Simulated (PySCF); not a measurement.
# 1-fluoropentane (CCCCCF, C5H11F)

Molfile (atoms numbered from 1):
```
C5H11F
     RDKit          3D

 17 16  0  0  0  0  0  0  0  0999 V2000
    2.5003    0.1729   -0.1696 C   0  0  0  0  0  0  0  0  0  0  0  0
    1.2080   -0.3343    0.4499 C   0  0  0  0  0  0  0  0  0  0  0  0
   -0.0381    0.1451   -0.2807 C   0  0  0  0  0  0  0  0  0  0  0  0
   -1.3352   -0.3799    0.3164 C   0  0  0  0  0  0  0  0  0  0  0  0
   -2.5712    0.1737   -0.3510 C   0  0  0  0  0  0  0  0  0  0  0  0
   -2.6198    1.5421   -0.2114 F   0  0  0  0  0  0  0  0  0  0  0  0
    2.6048   -0.1685   -1.2120 H   0  0  0  0  0  0  0  0  0  0  0  0
    3.3833   -0.1784    0.3853 H   0  0  0  0  0  0  0  0  0  0  0  0
    2.5303    1.2742   -0.1814 H   0  0  0  0  0  0  0  0  0  0  0  0
    1.1520   -0.0150    1.5056 H   0  0  0  0  0  0  0  0  0  0  0  0
    1.2149   -1.4387    0.4738 H   0  0  0  0  0  0  0  0  0  0  0  0
   -0.0701    1.2477   -0.2764 H   0  0  0  0  0  0  0  0  0  0  0  0
    0.0219   -0.1511   -1.3442 H   0  0  0  0  0  0  0  0  0  0  0  0
   -1.3724   -1.4814    0.2492 H   0  0  0  0  0  0  0  0  0  0  0  0
   -1.3782   -0.1347    1.3919 H   0  0  0  0  0  0  0  0  0  0  0  0
   -3.4872   -0.2513    0.0944 H   0  0  0  0  0  0  0  0  0  0  0  0
   -2.5734   -0.0585   -1.4312 H   0  0  0  0  0  0  0  0  0  0  0  0
  1  2  1  0
  2  3  1  0
  3  4  1  0
  4  5  1  0
  5  6  1  0
  1  7  1  0
  1  8  1  0
  1  9  1  0
  2 10  1  0
  2 11  1  0
  3 12  1  0
  3 13  1  0
  4 14  1  0
  4 15  1  0
  5 16  1  0
  5 17  1  0
M  END
```

Level of theory: quadratic response CAM-B3LYP/def2-TZVPD first hyperpolarisability, Taylor convention, gas phase (PySCF 2.14.0). Geometry: PBE0-D3(BJ)/def2-SVP.

Q: What is the first hyperpolarisability, and how does it disperse?

A: In au, Taylor convention; the vector part is βᵢ = ⅓ Σⱼ (βᵢⱼⱼ + βⱼᵢⱼ + βⱼⱼᵢ); β∥ is 3/5 of the vector part along the dipole, the dipole points from − to +:
```csv
process,λ (nm),β vector norm,β∥,β HRS,depolarisation ratio
"static β(0;0,0)",∞,84.4,-49.8,31.4,7.96
"second harmonic β(−2ω;ω,ω)",1907,86.4,-51.0,32.2,7.93
"Pockels β(−ω;ω,0)",1907,85.1,-50.2,–,–
"second harmonic β(−2ω;ω,ω)",1064,91.2,-53.8,34.0,7.87
"Pockels β(−ω;ω,0)",1064,86.6,-51.0,–,–
```

Q: Which lowest excitations, dipole and polarisabilities go with it?

A: S1 8.52 eV (f = 0.008); S2 8.58 eV (f = 0.011); S3 8.73 eV (f = 0.007); dipole 1.82 D; isotropic α 65.6 au static, 65.7 au at 1907 nm, 66.0 au at 1064 nm, 66.1 au at 953.5 nm, 67.3 au at 532 nm.
